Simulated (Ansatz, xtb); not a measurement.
## Two isomers of C3H2ClN2−

Structure I: `Clc1cnc[n-]1`, a singlet. Structure II: `Clc1cc[n-]n1`, a singlet. Both are isolated ions in the gas phase, relaxed with B3LYP/def2-SVPD.

Quicker runs give these differences E(II) − E(I): GFN2-xTB +0.696 eV; HF/STO-3G +0.479 eV (at GFN2-xTB geometries); r2SCAN-D4/def2-SVPD +0.748 eV (at GFN2-xTB geometries).

Question: Estimate E(II) − E(I) at the level CCSD(T)/def2-SVPD + ΔMP2/def2-TZVPPD.

Answer: Calculated at CCSD(T)/def2-SVPD + ΔMP2/def2-TZVPPD: E(II) − E(I) = +0.700 eV, so structure I lies lower.

Level by level:

| level | geometry | E(II) − E(I) (eV) | departure from the last row (eV) | job, with rough time for the two |
| --- | --- | --- | --- | --- |
| GFN2-xTB | GFN2-xTB | +0.696 | −0.004 | optimisation, 0.096 s |
| HF/STO-3G | GFN2-xTB | +0.479 | −0.221 | single point, 0.24 s |
| r2SCAN-D4/def2-SVPD | GFN2-xTB | +0.748 | +0.049 | single point, 3.6 s |
| B3LYP/def2-SVPD | B3LYP/def2-SVPD | +0.761 | +0.061 | optimisation, 18 s |
| HF/def2-SVPD | B3LYP/def2-SVPD | +0.911 | +0.211 | part of the CCSD(T) run |
| MP2/def2-SVPD | B3LYP/def2-SVPD | +0.784 | +0.084 | part of the CCSD(T) run |
| CCSD(T)/def2-SVPD | B3LYP/def2-SVPD | +0.785 | +0.086 | single point |
| CCSD(T)/def2-SVPD + ΔMP2/def2-TZVPPD | B3LYP/def2-SVPD | +0.700 |  | single point, 50 s |

As drawn, II has 1 C∷C, 1 N∷N in place of 2 C∷N (∷ is an aromatic bond).

The levels shown agree on the order. The largest departure from CCSD(T)/def2-SVPD + ΔMP2/def2-TZVPPD is that of HF/STO-3G, 0.221 eV. The last row adds to CCSD(T) the change of the MP2 difference between the two basis sets, here −0.086 eV.

With thermal terms from frequencies at re-optimised GFN2-xTB minima (ideal gas, soft modes damped towards free rotors, one conformer each, 298.15 K, 1 atm): the zero-point term adds −0.014 eV; ΔH is +0.686 and ΔG +0.685 eV.

The correlated steps freeze 10 core orbitals. Codes used: Ansatz 0.2.0, xtb 6.7.1; the last row on 4 threads of Arm Neoverse V1 on a shared host.
